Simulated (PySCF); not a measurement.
C₆H₁₁ (doublet state).
Z-matrix (Å and degrees, GFN2-xTB geometry), rows numbered from 1:
```
C 
C   1  1.3703
C   2  1.5075  1  118.02
C   2  1.3965  1  123.65  3   179.32
C   4  1.4936  2  122.38  1     3.85
C   4  1.4930  2  120.82  1  -175.78
H   1  1.0736  2  122.75  3  -177.96
H   1  1.0750  2  120.91  3     0.97
H   3  1.0866  2  110.40  1    -8.40
H   3  1.0900  2  110.63  1   111.36
H   3  1.0885  2  110.93  1  -128.82
H   5  1.0885  4  110.56  2   155.36
H   5  1.0936  4  110.78  2   -85.44
H   5  1.0874  4  111.59  2    34.52
H   6  1.0901  4  111.41  2    47.22
H   6  1.0934  4  111.00  2   -71.87
H   6  1.0873  4  110.86  2   168.20
```

The hyperfine couplings belong to this conformer and change with its torsions.

The species is `C=C(C)[C](C)C` [radical].

Theory: UKS B3LYP, pcH-1 on C H, non-relativistic, mean-field spin-orbit, GIAO in PySCF 2.14.0. One conformer (not necessarily the lowest) at the GFN2-xTB geometry, without solvent, vibrations or thermal averaging. GFN2-xTB frequencies show an imaginary mode (21i cm⁻¹), so this geometry is no minimum at that level. Couplings are sensitive to structure, and on GFN2-xTB geometries they can be far from those on DFT ones. Stability of the SCF solution: not tested. ⟨S²⟩ is 0.775 where a pure state has 0.75.

Principal values of hyperfine tensors in MHz (contact and dipolar terms together), for some of the nuclei:

```tsv
atom	isotope	A1	A2	A3
H16	1H	86.24	87.46	96.36
H13	1H	78.91	79.44	88.04
C4	13C	6.67	7.95	173.67
H15	1H	49.51	50.22	59.08
C2	13C	-73.92	-35.99	-30.74
H8	1H	-59.68	-37.10	-14.54
H7	1H	-54.76	-36.46	-15.43
H14	1H	22.91	25.62	32.06
```

Give the isotropic coupling of each nucleus in MHz and in mT (g = 2.0026), and the anisotropic part.

a_iso is a third of the trace, T = A − a_iso, and a(mT) = a(MHz)/(g × 13.996).

```
atom  a_iso (MHz)  a_iso (mT)      T1      T2      T3
 H16        90.02       3.212   -3.78   -2.56    6.34
 H13        82.13       2.930   -3.22   -2.69    5.91
  C4        62.77       2.239  -56.09  -54.81  110.91
 H15        52.94       1.889   -3.43   -2.72    6.14
  C2       -46.88      -1.673  -27.03   10.89   16.14
  H8       -37.11      -1.324  -22.57    0.01   22.56
  H7       -35.55      -1.268  -19.21   -0.91   20.12
 H14        26.86       0.958   -3.95   -1.25    5.20
```

What spin density at the nucleus of C2 lies behind its contact coupling (g_N = 1.40482)?

a_FC = (2μ0/3) gₑ μB g_N μN ρ(0)/(2S·h) = 800.24 MHz × g_N × ρ(0)/(2S), with ρ in bohr⁻³. With a_FC = -46.88 MHz and 2S = 1, ρ(0) = -0.0417 bohr⁻³.

C1 (13C, g_N = 1.40482) isn't in the table. Its spin density at the nucleus is 0.04288 bohr⁻³. What is its contact coupling?

By the same relation, a_FC = 48.2 MHz. Its full tensor has the principal values 2.40, 4.32, 137.90 MHz.

Name the largest traceless tensor T of the table and describe it.

C4: -56.1, -54.8, 110.9 MHz, axial, in the ratio −1:−1:+2, the form that spin in one p orbital centred on that nucleus gives.

What first-order splitting does H16 cause when the field lies along A1, A2 or A3 of its tensor (g taken as isotropic, no quadrupole term)?

2 lines (I = 1/2), spaced by |A_i|/(g × 13.996): 3.08, 3.12, 3.44 mT along the axes of A1, A2 and A3.

Time: 46 s of wall time (grids of density and orbitals included); peak memory 0.95 GiB. Hardware: Arm Neoverse V1, one thread, shared host.
